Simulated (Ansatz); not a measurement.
These are frozen-core CCSD(T)/cc-pVTZ // B3LYP-D3(BJ)/def2-TZVP run with Ansatz (a program for electronic structure) values and carry that method's errors. The restricted HF reference is unstable towards unrestricted orbitals.

Ansatz 0.2 input:
```yaml
crystal:
  periodic: [false, false, false]
  atoms:
    - { symbol: O, position_ang: [-1.304494, -0.504563, -1.011847] }
    - { symbol: C, position_ang: [-0.713854, -0.266085, 0.006141] }
    - { symbol: C, position_ang: [0.713854, 0.266085, -0.006141] }
    - { symbol: O, position_ang: [1.304494, 0.504563, 1.011847] }
    - { symbol: H, position_ang: [-1.146981, -0.40954, 1.014365] }
    - { symbol: H, position_ang: [1.146981, 0.40954, -1.014365] }
basis:
  gaussian: { orbitals: cc-pVTZ }
correlation:
  method: ccsd_t
```

Output:

```
Functional definition: HF
881 factors; integrals over basis functions are off by at most 1.1e-3 eV
mean field evaluation 1: about -6164.5936 eV, gradient 4.2e1 eV
mean field evaluation 2: about -6164.5959 eV, gradient 4.2e1 eV
mean field evaluation 4: about -6168.1254 eV, gradient 3.5e0 eV
mean field evaluation 8: about -6168.1878 eV, gradient 1.5e-1 eV
mean field evaluation 16: about -6168.1790 eV, gradient 9.1e-1 eV
mean field -6168.18786207 eV, -226.6767229831 hartree, gradient 3.4e-6 eV, S^2 0.000000; 0 other end points of the search recorded, 0 dependent functions left out; unrestricted orbitals would lower it
4 core orbitals not correlated
reference -6168.18786207 eV, -226.6767229831 hartree; 11, 11 occupied and 133, 133 virtual orbitals, 881 factors
second order -20.84611413 eV of doubles, -0.00000000 eV of singles
cycle   1  -20.36613663 eV  change    4.8e-1 eV  update   1.2e-1
cycle   2  -20.96349947 eV  change   -6.0e-1 eV  update   3.9e-2
cycle   3  -21.12316240 eV  change   -1.6e-1 eV  update   1.9e-2
cycle   4  -21.10209145 eV  change    2.1e-2 eV  update   4.6e-3
cycle   5  -21.10231694 eV  change   -2.3e-4 eV  update   2.0e-3
cycle   6  -21.10392115 eV  change   -1.6e-3 eV  update   6.3e-4
cycle   7  -21.10364549 eV  change    2.8e-4 eV  update   2.5e-4
cycle   8  -21.10355323 eV  change    9.2e-5 eV  update   7.4e-5
cycle   9  -21.10356100 eV  change   -7.8e-6 eV  update   2.7e-5
perturbative correction -0.94964789 eV, -0.0348989164 hartree
Total energy: -6190.24107096 eV, -227.4871634616 hartree
```

Cost: very roughly 11 core-seconds.
